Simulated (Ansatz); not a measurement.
Run this with Ansatz 0.2.0, Python API and show what comes out.

Input file `bclho.xyz`:
```text
4

O     1.44880    0.09500   -0.42230
B     0.04920   -0.12080    0.06320
Cl   -1.36530    1.00570   -0.41660
H    -0.07720   -1.04020    0.75540
```

`bclho_scan.py`
```python
import ansatz as az
import numpy as np

system = az.Crystal.molecule_from_extxyz("bclho.xyz")

symbols = [site.symbol for site in system.cartesian_sites]
start = np.array([site.position_ang for site in system.cartesian_sites])
axis = (start[2] - start[1]) / np.linalg.norm(start[2] - start[1])
moving = [2]
lengths, energies = [1.646, 1.721, 1.796, 1.871, 1.946, 2.021, 2.095, 2.208], []
for length in lengths:
    xyz = start.copy()
    xyz[moving] += (length - np.linalg.norm(start[2] - start[1])) * axis
    point = az.Crystal.molecule()
    for symbol, place in zip(symbols, xyz):
        point = point.atom(symbol, place.tolist())
    setup = point.calculation().basis(gaussian="6-31G*").functional("r2scan0").spin("collinear", total=1)
    data = setup.run().report
    energies.append(data["free_energy_ev"])
    print(f"r = {length:6.3f} A  E = {energies[-1]:.5f} eV  <S^2> = {abs(data['mean_field']['state']['spin_squared']):.3f}")

fit = np.polynomial.Polynomial.fit(lengths, np.array(energies) - min(energies), 4).convert()
roots = [r.real for r in fit.deriv().roots() if abs(r.imag) < 1e-9 and fit.deriv(2)(r.real) > 0]
r_e = min(roots, key=lambda r: abs(r - lengths[int(np.argmin(energies))]))
print(f"minimum of the fit at {r_e:.4f} A, force constant {fit.deriv(2)(r_e):.2f} eV/A^2")
```

```console
$ python bclho_scan.py
r =  1.646 A  E = -15258.73166 eV  <S^2> = 0.757
r =  1.721 A  E = -15258.83166 eV  <S^2> = 0.757
r =  1.796 A  E = -15258.77640 eV  <S^2> = 0.757
r =  1.871 A  E = -15258.61495 eV  <S^2> = 0.758
r =  1.946 A  E = -15258.38287 eV  <S^2> = 0.758
r =  2.021 A  E = -15258.10615 eV  <S^2> = 0.759
r =  2.095 A  E = -15257.80796 eV  <S^2> = 0.760
r =  2.208 A  E = -15257.33404 eV  <S^2> = 0.763
minimum of the fit at 1.7283 A, force constant 26.13 eV/A^2
```

Notes:
- Total energies depend on the basis set; only differences at equal settings carry meaning.
- The rest of the molecule is held rigid at a force-field or estimated start geometry, and the basis set is modest; single-reference methods fail as a bond breaks.
- The species is open-shell (spin multiplicity 2).
- Run time: 38 s on 1 thread of Arm Neoverse V1, with other jobs on the host, peak memory 0.21 GiB.
